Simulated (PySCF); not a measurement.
Molecule: dimethylphosphine (SMILES P(C)C).

Mapped SMILES: `[CH3:1][PH:2][CH3:3]`. Each H is labelled by its parent atom.

Geometry PBE0-D3(BJ)/def2-SVP throughout; GIAO in PySCF 2.14, gas phase, one conformer, non-relativistic; equivalent atoms averaged; basis pcSseg-2.

(1) How do the shifts δ (against TMS, H3PO4 at the same level) depend on the functional? (ppm; last column core-seconds on 1 thread of an AMD EPYC 7R13, shared host; the GGAs took longer than the global hybrids here, which isn't the general rule, and the cause wasn't traced)

(2) Which nucleus moves most, in ppm?

Results:

(1) 
```csv
functional,kind,C1/C3,P2,H(P2),H(C1)/H(C3),core-s
HF,Hartree–Fock,9.7,-96.0,3.21,1.03,6.7
LDA,LDA,10.0,-123.8,3.77,1.10,15
PBE,GGA,11.0,-110.4,3.58,1.11,18
BLYP,GGA,12.0,-91.4,3.54,1.14,17
BP86,GGA,10.9,-108.4,3.57,1.10,19
OPBE,GGA,10.6,-117.1,3.52,1.09,18
KT2,GGA,10.6,-108.6,3.54,1.11,18
KT3,GGA,11.4,-97.6,3.43,1.12,18
B97-D,GGA,11.8,-94.2,3.52,1.14,17
B3LYP,global hybrid,11.2,-98.2,3.45,1.10,12
PBE0,global hybrid,10.2,-116.5,3.47,1.07,12
mPW1PW91,global hybrid,10.3,-113.9,3.44,1.07,12
```

(2) P2 (phosphorus bonded to 2 C, H): from -123.8 ppm with LDA to -91.4 ppm with BLYP. The smallest spread is 0.11 ppm, at H(C1)/H(C3). Proton shifts span only some 12 ppm, so a few tenths of a ppm matter as much there as several ppm in carbon.
